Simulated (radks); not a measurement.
# Cl³⁺ in [Ne] 3s1.5 3p2 4p0.5: an all-electron calculation

The task here is to estimate one member of a computed series from the others.

Program: radks (a radial shooting solver on a logarithmic mesh, Libxc functionals) version 1. Level of theory: scalar-relativistic Kohn-Sham, B86b exchange with PBE correlation, spin-polarised, spherical densities, finite nucleus; open shells are filled with parallel spins first. These are calculated values, not measurements, unless marked.

### The atom as given

- element: chlorine (Z = 17)
- charge: +3
- electrons: 14
- configuration: [Ne] 3s1.5 3p2 4p0.5
- nuclear rms radius: 3.3654 fm

The first run:

Settings of this run:

```text
Z 17
configuration [Ne] 3s1.5 3p2 4p0.5
relativity scalar-relativistic
functional b86_mgc,pbe
spin polarised
nucleus finite rms 3.3654 fm
c 137.035999084
```

The run is started by

```sh
$ python run_ks.py task.json out
```

The same process makes all the runs of this session.

One of the session's tables, all rows but one given; the rest of the session is left out.

It belongs to the step «Radial structure». Sizes of the orbitals, from the radial functions (bohr):

```
  level      <r>  outermost maximum (interpolated)  90 % within  nodes
  1s up  0.09095                            0.0595        0.162      0
1s down  0.09094                            0.0594        0.162      0
  2s up   0.4431                             0.361        0.693      1
2s down   0.4428                             0.361        0.692      1
  2p up   0.4053                             0.301        0.673      0
2p down   0.4050                             0.301        0.672      0
  3s up    1.371                              1.22         2.02      2
3s down        ?                                 ?            ?      ?
  3p up    1.476                              1.29         2.22      1
3p down    1.495                              1.28         2.27      1
  4p up    3.563                              3.37         5.11      2
```

Estimate the missing values for 3s down.

The run gave: <r>: 1.377; outermost maximum (interpolated): 1.21; 90 % within: 2.05; nodes: 2. In the column «<r>» it lies between 3s up (1.371) and 3p up (1.476).
